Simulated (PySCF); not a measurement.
# Frontier levels across methods

Species: C4H7ClO.
Cartesian coordinates in Å at the PBE0-D3(BJ)/def2-SVP level; atoms count from 1:
```xyz
13
C4H7ClO angstrom
C      0.9027    0.4712    1.0274
C     -0.5145    0.0488    0.6778
C     -1.5586    0.8639    1.4225
C     -2.9680    0.4896    1.0748
O     -3.3270   -0.3231    0.2952
Cl    -4.1635    1.4565    2.0063
H      1.0810    1.5292    0.7769
H      1.1066    0.3482    2.1032
H      1.6433   -0.1289    0.4789
H     -0.6885    0.1473   -0.4057
H     -0.6635   -1.0190    0.9057
H     -1.4559    1.9450    1.2238
H     -1.4563    0.7675    2.5171
```

Basis pcSseg-1 throughout (PySCF), one geometry. Geometry: PBE0-D3(BJ)/def2-SVP, one conformer, isolated molecule.

Problem. How do the orbital energies, the gap and the dipole change with the method?

Solution. 
| method | kind | HOMO (eV) | LUMO (eV) | gap (eV) | μ (D) | SCF cycles |
| --- | --- | --- | --- | --- | --- | --- |
| BLYP | GGA | -6.88 | -1.90 | 4.98 | 2.86 | 16 |
| OPBE | GGA | -7.00 | -1.95 | 5.06 | 2.94 | 16 |
| PBE | GGA | -7.03 | -2.05 | 4.98 | 2.90 | 16 |
| BP86 | GGA | -7.16 | -2.15 | 5.00 | 2.94 | 15 |
| LDA | LDA | -7.22 | -2.30 | 4.92 | 2.99 | 16 |
| HF | Hartree–Fock | -12.26 | 3.46 | 15.72 | 3.30 | 11 |

The HOMO spans 5.38 eV, from BLYP down to HF, and the gap runs from 4.92 eV (LDA) to 15.72 eV (HF). The dipole ranges from 2.86 D (BLYP) to 3.30 D (HF). This basis has no diffuse functions.
